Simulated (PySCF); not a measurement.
**BeH₄S, a complex of two parts: interaction energy**

The task here is to estimate one member of a computed series from the others.

Computed with PySCF 2.14.0; each step states its level. No surroundings beyond the atoms listed, unless a continuum is named. Atoms count from 0, parts from 1.

### The system as given

6 atoms, charge 0, multiplicity 1; geometry: GFN2-xTB. Parts: 1 = atoms 0–2, `[BeH2]`, charge 0; 2 = atoms 3–5, `S`, charge 0.

The first run:

Job settings and geometry (Å):

```
{"job": {"xc": "PBE0", "basis": "def2-SVPD", "d3": "d3bj", "grid": 2, "kind": "geom", "shake": 0.01}, "charge": 0, "multiplicity": 1, "parts": [{"atoms": "0-2", "charge": 0, "multiplicity": 1}, {"atoms": "3-5", "charge": 0, "multiplicity": 1}]}
Be     0.151153    -0.513736    -0.288177
H     -0.921411    -0.501737     0.477100
H      1.223631     0.163393    -0.454247
S      0.107252    -2.179163    -1.662779
H      1.270364    -2.627374    -1.321426
H     -0.549321    -3.037849    -0.867364
```

Started as:

```bash
> OMP_NUM_THREADS=1 python cluster_run.py task.json out
```

One launch serves the whole session: the jobs run in the order shown.

Among the steps run: Optimising the geometry at PBE0-D3(BJ)/def2-SVPD; Coupled-cluster interaction energy: CCSD(T) and MP2.

One of the session's tables, all rows but one given; the rest of the session is left out.

It belongs to the step «Coupled-cluster interaction energy: CCSD(T) and MP2». 

```
                 method  interaction energy (kcal/mol)
         HF/aug-cc-pVDZ                          -7.30
        MP2/aug-cc-pVDZ                         -10.64
       CCSD/aug-cc-pVDZ                          -9.89
    CCSD(T)/aug-cc-pVDZ                         -10.39
         HF/aug-cc-pVTZ                              ?
        MP2/aug-cc-pVTZ                         -12.30
    SCS-MP2/aug-cc-pVTZ                         -11.08
      MP2, extrapolated                         -12.77
CCSD(T), limit estimate                         -12.52
```

Estimate the missing values for HF/aug-cc-pVTZ.

The run gave: interaction energy (kcal/mol): -7.85. In the column «interaction energy (kcal/mol)» it lies between CCSD/aug-cc-pVDZ (-9.89) and HF/aug-cc-pVDZ (-7.30).

In this run the core of Be (1s) is correlated, in a basis without core functions; only the other cores are frozen.

To keep in mind: The interaction energy leaves out the deformation of the parts, 4.59 kcal/mol (MP2); added to the CCSD(T) estimate it gives a binding of about -7.93 kcal/mol.
